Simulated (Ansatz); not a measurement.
Basis-set extrapolation for C$_{2}$H$_{3}$FOS (`O=CC(F)S`) (PBE0-D4/def2-TZVP geometry, frozen core, Ansatz). Multiplicity 1, RHF reference.

```
                      def2-TZVPP   def2-QZVPP
                 HF  -649.405260  -649.427609
    MP2 correlation    -0.973859    -1.053521
CCSD(T) correlation    -1.043928      not run
```

Energies in hartree. Use E(X) = E(∞) + A·exp(−7.88·√X) for Hartree–Fock and E(X) = E(∞) + B·X^(−2.97) for correlation, with X = 3 and 4, and add CCSD(T) minus MP2 of the smaller set to the MP2 limit.

Question: What is the CCSD(T) energy at the basis-set limit?

Answer: HF limit: -649.427609 + (-0.022349) × 0.13774 = -649.43069. MP2 limit: -1.053521 + (-0.079662) × 0.74074 = -1.11253. Higher-order term: -1.043928 − (-0.973859) = -0.07007. Total: -650.61329 hartree, 430.8 kJ/mol below CCSD(T)/def2-TZVPP.
